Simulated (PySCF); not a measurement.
C5H11F.
Geometry (GFN2-xTB, Å), atoms numbered from 1 in this order:
```xyz
17
C5H11F angstrom
C      2.512    0.034   -0.252
C      1.294   -0.119    0.649
C     -0.010    0.069   -0.126
C     -1.236   -0.076    0.770
C     -2.546    0.149    0.029
F     -1.253   -1.357    1.303
H      3.427   -0.107    0.319
H      2.491   -0.703   -1.052
H      2.537    1.026   -0.698
H      1.295   -1.112    1.103
H      1.342    0.617    1.456
H     -0.034    1.062   -0.578
H     -0.068   -0.673   -0.925
H     -1.159    0.595    1.636
H     -2.579    1.161   -0.364
H     -3.386    0.002    0.704
H     -2.634   -0.557   -0.793
```

A PySCF run (density fitting, gas phase, GFN2-xTB geometry) gave HOMO -8.83 eV, LUMO -0.03 eV, dipole 1.74 D and E = -296.736 Eh.

Question: Which of these levels was it?
A. PBE0/Sadlej pVTZ
B. CAM-B3LYP/def2-SVPD
C. PBE0/def2-SVP
D. PBE0/pcseg-1
E. PBE0/pcSseg-1

Answer: A. It is PBE0/Sadlej pVTZ. All candidates on this geometry:

```tsv
level and settings	kind	basis functions	SCF cycles	E (Eh)	HOMO (eV)	LUMO (eV)	dipole (D)
PBE0/Sadlej pVTZ, grid level 1, energy threshold 1e-06 Eh	global hybrid	243	7	-296.7365	-8.83	-0.03	1.74
PBE0/pcSseg-1	global hybrid	157	12	-296.6323	-8.85	1.54	1.75
PBE0/pcseg-1	global hybrid	139	12	-296.6037	-8.87	1.53	1.78
PBE0/def2-SVP, fitting basis def2-universal-jkfit	global hybrid	139	9	-296.4474	-8.76	1.88	1.66
CAM-B3LYP/def2-SVPD	range-separated hybrid	211	12	-296.6617	-10.35	1.41	1.86
```

The nearest other candidate, by the summed differences of HOMO and LUMO, is PBE0/pcSseg-1: its HOMO differs by -0.02 eV and its LUMO by +1.57 eV. Cycle counts include a coarse-grid stage where the run had one.
